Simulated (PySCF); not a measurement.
**PH3S (SMILES [PH3]=S): FCI/STO-6G**

What is the vertical ionisation energy of PH3S at FCI/STO-6G? The job is set up through a Python script.

Program for the calculation: PySCF 2.14.0.

11 further runs of the same task are left out: 2 that didn't finish, 9 set aside as unsound or not needed.

## (1) Starting point

PH3S has 5 atoms, charge 0, and is taken as a singlet. As SMILES, `[PH3]=S`. Geometry: relaxed at GFN2-xTB.

Bond lengths: P1–S2 1.914 Å, P1–H3 1.394 Å, P1–H4 1.394 Å, P1–H5 1.394 Å. Angles: S2–P1–H3 118.2°, S2–P1–H4 118.2°, S2–P1–H5 118.2°, H3–P1–H4 99.6°, H3–P1–H5 99.4°, H4–P1–H5 99.4°.

## (2) The energy at FCI/STO-6G

The input, input.xyz:

```xyz
5
H3PS
P      0.007920    -0.006600     0.007660
S      1.261690    -0.941140     1.111260
H     -1.166840     0.461930     0.594540
H     -0.532470    -0.676580    -1.089190
H      0.429710     1.162380    -0.624270
```

The input, run.py:

```python
from pyscf import gto, mcscf
from pyscf import fci

mol = gto.M(
    atom='input.xyz',
    verbose=3,
    max_memory=1860,
    charge=0,
    spin=0,
    basis='sto-6g',
)

calc0 = mol.RHF()
calc0.conv_tol = 1e-10
calc0.kernel()
if not calc0.converged:
    calc0 = calc0.newton().run(calc0.mo_coeff, calc0.mo_occ)

cas = mcscf.CASCI(calc0, calc0.mo_coeff.shape[-1] - 10, (mol.nelec[0] - 10, mol.nelec[1] - 10))  # full CI above the frozen core
cas.fcisolver = fci.direct_spin0.FCI(mol)  # even spin states alone
cas.kernel()
print('<S^2> = %.4f' % cas.fcisolver.spin_square(cas.ci, cas.ncas, cas.nelecas)[0])
etot = cas.e_tot
print('E(%s) = %.9f' % ('FCI', etot))
```

Command:

```
$ OMP_NUM_THREADS=1 python run.py
```

Log:

```text
converged SCF energy = -737.357733220814
CASCI E = -737.445056705740  E(CI) = -35.7747808480908  S^2 = 0.0000000
<S^2> = 0.0000
E(FCI) = -737.445056706
```

It took 2.1 s on 1 thread of Intel Xeon Platinum 8259CL at 2.50GHz (Skylake/Cascade Lake), shared host; peak memory 0.14 GiB.

## (3) The doublet cation at the same level

The input, geometry.xyz:

```xyz
5

P      0.007920    -0.006600     0.007660
S      1.261690    -0.941140     1.111260
H     -1.166840     0.461930     0.594540
H     -0.532470    -0.676580    -1.089190
H      0.429710     1.162380    -0.624270
```

The input, calc.py:

```python
from pyscf import gto, mcscf

molecule = gto.M(
    atom='geometry.xyz',
    max_memory=1860,
    spin=1,
    verbose=3,
    charge=1,
    basis='sto-6g',
)

mf = molecule.ROHF()
mf.conv_tol = 1e-10
mf.kernel()
if not mf.converged:
    mf = mf.newton().run(mf.mo_coeff, mf.mo_occ)

cas = mcscf.CASCI(mf, mf.mo_coeff.shape[-1] - 10, (molecule.nelec[0] - 10, molecule.nelec[1] - 10))  # full CI above the frozen core
cas.fix_spin_(ss=0.75)
cas.kernel()
e_final = cas.e_tot
print('E(%s) = %.9f' % ('FCI', e_final))
```

Command:

```
$ OMP_NUM_THREADS=1 python calc.py
```

Log:

```text
converged SCF energy = -737.222941835796
CASCI E = -737.303537683701  E(CI) = -35.6299482825079  S^2 = 0.7500000
E(FCI) = -737.303537684
```

It took 2.7 s on 1 thread of Intel Xeon Platinum 8259CL at 2.50GHz (Skylake/Cascade Lake), shared host; peak memory 0.15 GiB.

## (4) What came out

Level: FCI/STO-6G, 10 core orbitals frozen.

```
                                                    quantity          value
                                  singlet PH3S: total energy  -737.44506 Eh
          singlet PH3S: dipole moment (Hartree–Fock density)         4.41 D
           singlet PH3S: HOMO energy (Hartree–Fock orbitals)       -4.65 eV
           singlet PH3S: LUMO energy (Hartree–Fock orbitals)       11.78 eV
         singlet PH3S: HOMO–LUMO gap (Hartree–Fock orbitals)       16.43 eV
  singlet PH3S: correlation energy (10 core orbitals frozen)      -87.3 mEh
                                doublet cation: total energy  -737.30354 Eh
doublet cation: correlation energy (10 core orbitals frozen)      -80.6 mEh
          vertical ionisation energy (to the doublet cation)       3.851 eV
```

In words: The vertical ionisation energy comes to 3.85 eV (372 kJ/mol). In a minimal basis such a difference can be off by several eV, whatever the method. Mulliken charges (doublet cation) of the mean-field density run from +0.05 on H3 to +0.58 on P1; they depend strongly on the basis.
